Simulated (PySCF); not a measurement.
Task: What does the PBE0-D3(BJ)/def2-SVP structure of InChI=1S/C3H4Cl2O/c1-6-2-3(4)5/h2H,1H3 look like in three dimensions?

Result: 
```
atom  x, y, z in Å
C1    -1.674   -0.012    0.212
O2    -0.747   -1.075    0.188
C3     0.556   -0.893   -0.011
C4     1.309    0.202   -0.226
Cl5    3.016    0.001   -0.442
Cl6    0.781    1.845   -0.316
H7    -2.652   -0.475    0.395
H8    -1.699    0.526   -0.747
H9    -1.453    0.701    1.020
H10    1.092   -1.846    0.011
```

Any rigid rotation of these coordinates is as good. Atoms count from 1 in this order. The 6 heavy atoms lie in one plane (0.000 Å rms). O2 (ether oxygen) is bent (angle 122.9°). The C–O distances run from 1.331 Å (O2–C3, drawn single) to 1.410 Å (C1–O2, drawn single), a spread of 0.079 Å. Of the pairs four or more bonds apart, C1···Cl6 is among the closest relative to their van der Waals radii: 3.12 Å, 91 % of the sum of Bondi's values.

Bonds between heavy atoms (Å): C1–O2 1.410, O2–C3 1.331, C3=C4 1.346, C4–Cl5 1.732, C4–Cl6 1.728.

Method used: PBE0-D3(BJ)/def2-SVP geometry optimisation, gas phase in PySCF 2.14.0.

Point group: Cs (tolerance 0.08 Å). Whether it is a minimum is left open (no frequencies). One conformer, not necessarily the lowest (C1–O2–C3–C4 0°).
